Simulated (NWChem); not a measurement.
System: Li, doublet

Program: NWChem. Pople sets run with spherical d functions. Spin-unrestricted. No stability test was run on the SCF state.

Taking CAM-B3LYP/def2-QZVP as the yardstick, which of these has the fewest basis functions while keeping “highest occupied level (eV)” within 0.2 eV of it: CAM-B3LYP/def2-TZVPD; CAM-B3LYP/6-31G*; CAM-B3LYP/3-21G; CAM-B3LYP/6-311++G**; CAM-B3LYP/STO-3G; CAM-B3LYP/6-311G**; CAM-B3LYP/6-31+G*?

CAM-B3LYP/3-21G.
| level | basis functions | highest occupied level (eV) |
|---|---|---|
| CAM-B3LYP/STO-3G | 5 | -4.05 |
| CAM-B3LYP/3-21G | 9 | -4.62 |
| CAM-B3LYP/6-31G* | 14 | -4.63 |
| CAM-B3LYP/def2-TZVPD | 17 | -4.65 |
| CAM-B3LYP/6-31+G* | 18 | -4.64 |
| CAM-B3LYP/6-311G** | 18 | -4.64 |
| CAM-B3LYP/6-311++G** | 22 | -4.64 |
| CAM-B3LYP/def2-QZVP | 35 | -4.65 |

The yardstick is one finite set, not the basis-set limit.
